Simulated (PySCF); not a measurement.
Molecule: SMILES O=C(F)F, CF$_{2}$O.

Structure with atom numbers: `[O:1]=[C:2]([F:3])[F:4]`.

Spin–spin couplings on one PBE0-D3(BJ)/def2-SVP geometry, PySCF 2.14, gas phase, non-relativistic, equivalent pairs averaged; isotopes 13C, 19F; functional B3LYP.

Reference values (Hz): 1J(C2,F3) = -308.0 (measured; Jessen and Sauer, arXiv:2312.00705; CC3 and CCSD from Faber, Sauer, Gauss 2017).

**Question.** How do the couplings (Hz) change with the basis set? Times are CPU seconds on 1 thread of an Arm Neoverse N1, shared host. Far from the basis limit: pcJ-0, 6-31G*, cc-pVTZ, def2-TZVP.

**Answer.** 
| basis set | functions | 1J(C2,F3) | abs. error | core-s |
| --- | --- | --- | --- | --- |
| pcJ-0 | 52 | -622.4 | 314.4 | 2.5 |
| 6-31G* | 56 | -251.1 | 56.9 | 2.9 |
| cc-pVTZ | 120 | -368.3 | 60.3 | 6.7 |
| def2-TZVP | 124 | -427.1 | 119.1 | 7 |
| aug-cc-pVTZ-J | 184 | -399.9 | 91.9 | 12 |
| pcJ-2 | 204 | -397.3 | 89.3 | 15 |

Errors compare magnitudes, without vibrational corrections. Closest: 6-31G*; furthest: pcJ-0.

The Fermi-contact term samples the wavefunction at the nucleus, which is why sets with added tight s functions (names with J) are made for couplings. Agreement of an ordinary basis with the reference is then largely a cancellation of errors.
